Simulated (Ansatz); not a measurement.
`C#C/C=C/F`, charge 0, multiplicity 1.

Give a relaxed structure at PBE0-D4/def2-TZVP (Ansatz). (Best estimate.)

Computed: 
Cartesian coordinates in Å:
```
C -0.5968 -1.1436 1.7125
C -0.3143 -0.3278 0.8751
C 0.0077 0.6583 -0.0845
C 0.4685 0.3472 -1.2905
F 0.7657 1.2889 -2.1798
H -0.8454 -1.8696 2.4497
H -0.1271 1.7038 0.1758
H 0.6417 -0.6572 -1.6582
```
Point group Cs.
